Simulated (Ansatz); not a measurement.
**SO (triplet): up Jacob's ladder to CCSD(T)**

An exercise on one series of results from a longer session: the logs are not shown, and one member is left open.

Computed with Ansatz 0.2.0, Gaussian basis. Level: functionals in def2-TZVPP, the program's frozen cores in correlated methods.

The runs, in order: LDA (SPW92), PBE-D4, revPBE-D4, BLYP-D4, r2SCAN-D4, B97M-V, PBE0-D4, B3LYP-D4, r2SCANh-D4, r2SCAN0-D4, HSE06-D4, BHLYP-D4, CAM-B3LYP-D4, LC-ωPBE, ωB97X-V, ωB97M-V, B2PLYP, PBE-QIDH; CCSD(T)/def2-SVP; CCSD(T)/def2-TZVPP; CCSD(T)/def2-QZVPP; extrapolation to the limit; RPA on PBE.

## Structure used throughout

An earlier PBE0-D4 in a triple-zeta def2 set relaxation fixed the geometry.

SMILES `O=S`, 2 atoms, charge 0, spin multiplicity 3.

Atoms are counted from 1 here; the program's logs count them from 0.

Bond lengths: O1–S2 1.480 Å.

The first run:

The input, in.yaml:

```yaml
crystal:
  periodic: [false, false, false]
  atoms:
    - {symbol: O, position_ang: [0.000000, -0.000000, 0.000774]}
    - {symbol: S, position_ang: [-0.000000, 0.000000, 1.480313]}
basis:
  gaussian: {orbitals: def2-TZVPP}
magnetization: {spin_polarized: true, initial_magnetization: 2}
hamiltonian: {xc: lda}
output: {orbitals: {seedname: orbitals}}
```

Started as:

```console
$ ansatz run in.yaml --threads 2 --pin off --events-out ev --progress --plain --max-ram 32768MiB --backend cpu
```

Steps of the session up to this table: LDA; PBE-D4 (GGA); revPBE-D4 (GGA); BLYP-D4 (GGA); r2SCAN-D4 (meta-GGA); B97M-V (meta-GGA); PBE0-D4 (hybrid); B3LYP-D4 (hybrid); r2SCANh-D4 (hybrid); r2SCAN0-D4 (hybrid); HSE06-D4 (hybrid); BHLYP-D4 (hybrid); CAM-B3LYP-D4 (range-separated); LC-ωPBE (range-separated); ωB97X-V (range-separated); ωB97M-V (range-separated); B2PLYP (double hybrid); PBE-QIDH (double hybrid).

One table of the session follows, with a row left open; its other results are not shown here.

It belongs to the step «Orbital energies across the functionals». 

```
  functional  HOMO (eV)  LUMO (eV)  gap (eV)
 LDA (SPW92)      -6.05      -4.63      1.42
      PBE-D4      -6.00      -4.28      1.71
   revPBE-D4      -5.96      -4.20      1.76
     BLYP-D4      -5.84      -4.24      1.60
   r2SCAN-D4      -6.48      -3.98      2.50
      B97M-V      -6.35      -4.14      2.21
     PBE0-D4      -7.58      -3.16      4.42
    B3LYP-D4      -7.25      -3.53      3.73
  r2SCANh-D4      -7.06      -3.55      3.51
  r2SCAN0-D4      -7.93      -2.91      5.02
    HSE06-D4      -7.17      -3.55      3.62
    BHLYP-D4      -9.00      -2.02      6.98
CAM-B3LYP-D4      -8.95      -2.02      6.94
     LC-ωPBE     -10.39      -0.67      9.72
     ωB97X-V      -9.91      -0.94      8.97
     ωB97M-V          ?          ?         ?
```

Q: Estimate the row for ωB97M-V from the others.

**Answer.** HOMO (eV): -9.62; LUMO (eV): -1.05; gap (eV): 8.57. In the column «HOMO (eV)» it lies between ωB97X-V (-9.91) and BHLYP-D4 (-9.00).
